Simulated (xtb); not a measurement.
A geometry relaxed with GFN2-xTB (xtb), charge 0, multiplicity 1:

```xyz
5

Si     0.0000     0.0000     0.0000
Cl     1.8005    -0.3197    -0.8446
Cl    -0.1912     1.9530     0.4545
Cl    -1.4514    -0.5343    -1.2905
Cl    -0.1580    -1.0990     1.6806
```

Problem. Write the SMILES of this molecule.

Solution. `Cl[Si](Cl)(Cl)Cl`
